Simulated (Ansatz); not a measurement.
**AlSiH5 (singlet): wave-function methods side by side at distance Al1–H4 along a hydrogen transfer = 1.586 Å, cc-pVDZ**

The task here is to estimate one member of a computed series from the others.

Program: Ansatz 0.2.0, Gaussian basis. Level of theory: cc-pVDZ, core rule «outside noble gas», up to 10 orbitals frozen. These are calculated values, not measurements.

Plan: UHF; CCSD(T) on RHF; CCSD(T) on UHF; BCCD(T) on RHF; CISD; CCSDT(Q) on RHF; CCSDT(Q) on UHF; CASSCF and NEVPT2, 2 electrons in 2 orbitals; CASSCF and NEVPT2, 8 electrons in 8 orbitals.

7 further runs of the same task are left out: 1 for a known fault of the program, 6 that didn't finish.

## What is computed

The geometry derives from fragments relaxed apart (PBE0/def2-TZVP) and kept rigid, so it is no stationary point. A hydrogen atom is moved between rigid fragments.

7 atoms, charge 0, spin multiplicity 1.

Atoms are counted from 1 here; the program's logs count them from 0.

Bond lengths: Al1–H2 1.586 Å, Al1–H3 1.586 Å, Al1–H4 1.586 Å, Si5–H6 1.526 Å, Si5–H7 1.526 Å. Angles: H2–Al1–H3 120.0°, H2–Al1–H4 120.0°, H3–Al1–H4 120.0°, H6–Si5–H7 91.2°.

Set-up of the first run:

in.yaml reads:

```yaml
crystal:
  periodic: [false, false, false]
  atoms:
    - {symbol: Al, position_ang: [-1.984664, 0.029322, 0.000000]}
    - {symbol: H, position_ang: [-2.777588, 1.402706, 0.000000]}
    - {symbol: H, position_ang: [-2.777588, -1.344062, 0.000000]}
    - {symbol: H, position_ang: [-0.398817, 0.029322, 0.000000]}
    - {symbol: Si, position_ang: [1.937336, 0.029322, 0.000000]}
    - {symbol: H, position_ang: [2.549516, -0.844962, 1.090012]}
    - {symbol: H, position_ang: [2.549516, -0.844962, -1.090012]}
basis:
  gaussian: {orbitals: cc-pVDZ}
magnetization: {spin_polarized: true, initial_magnetization: 0}
hamiltonian: {xc: hf}
output: {orbitals: {seedname: orbitals}}
```

Run with:

```sh
ansatz run in.yaml --threads 1 --pin off --events-out ev --progress --plain --max-ram 2393MiB
```

Among the steps run: UHF; CCSD(T) on RHF; CCSD(T) on UHF; BCCD(T) on RHF; CISD; CCSDT(Q) on RHF; CCSDT(Q) on UHF; CASSCF and NEVPT2, 2 electrons in 2 orbitals; CASSCF and NEVPT2, 8 electrons in 8 orbitals.

One of the session's tables, all rows but one given; the rest of the session is left out.

It belongs to the step «Misses and costs». 

```
         method  from RCCSDT(Q) (kJ/mol)
            RHF                   +594.9
            UHF                   +591.4
           RMP2                   +148.6
           CISD                    +68.7
          RCCSD                        ?
       RCCSD(T)                     +3.3
        BCCD(T)                     +3.3
         RCCSDT                     +0.4
      RCCSDT(Q)                        0
    CASSCF pair                   +549.4
    NEVPT2 pair                   +144.4
CASSCF frontier                   +433.3
NEVPT2 frontier                   +130.5
```

**Question.** Estimate the row for RCCSD.

As computed: from RCCSDT(Q) (kJ/mol): +13.9. In the column «from RCCSDT(Q) (kJ/mol)» it lies between BCCD(T) (+3.3) and CISD (+68.7).

Not comparable, so not listed: CCSD(T) on UHF; CCSDT(Q) on UHF (they don't share determinant, frozen orbitals or solution with the rows shown, or repeat one).

Caveats from the session: Warnings: restricted reference is unstable; spin contamination.
